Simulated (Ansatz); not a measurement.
`O[SiH3]` and `[MgH][O][SiH3]` differ in one atom or group.

Ansatz, PBE0-D4/def2-TZVP geometries, multiplicity 1. 

```
                                          property  `O[SiH3]`
             LUMO energy (ωB97M-V/def2-TZVPP) / eV       1.65
size of the dipole moment (ωB97M-V/def2-TZVPP) / D       1.32
  size of the dipole moment (B3LYP/def2-TZVPP) / D       1.31
               HOMO–LUMO gap (PBE/def2-TZVPP) / eV       6.38
    size of the dipole moment (PBE/def2-TZVPP) / D       1.27
             HOMO energy (ωB97M-V/def2-TZVPP) / eV     -11.07
```

What does the change do to each property? (Estimate.)

The calculation gave: 
```json
{"property": "LUMO energy (ωB97M-V/def2-TZVPP) / eV", "`[MgH][O][SiH3]`": "0.37", "shift": "-1.28"}
{"property": "size of the dipole moment (ωB97M-V/def2-TZVPP) / D", "`[MgH][O][SiH3]`": "1.47", "shift": "0.15"}
{"property": "size of the dipole moment (B3LYP/def2-TZVPP) / D", "`[MgH][O][SiH3]`": "1.49", "shift": "0.18"}
{"property": "HOMO–LUMO gap (PBE/def2-TZVPP) / eV", "`[MgH][O][SiH3]`": "4.94", "shift": "-1.44"}
{"property": "size of the dipole moment (PBE/def2-TZVPP) / D", "`[MgH][O][SiH3]`": "1.56", "shift": "0.29"}
{"property": "HOMO energy (ωB97M-V/def2-TZVPP) / eV", "`[MgH][O][SiH3]`": "-10.37", "shift": "0.70"}
```

With PBE0 the HOMO rises by 0.70 eV and the LUMO falls by 0.97 eV, so the gap narrows by about 1.67 eV. PBE moves the HOMO by 0.59 eV and ωB97M-V by 0.70 eV. The zero-point energy changes by -11.0 kJ/mol with +3 modes. Dipoles are sizes alone; their direction can turn.

B3LYP here is the variant with VWN-RPA as its local correlation; programs differ in this.
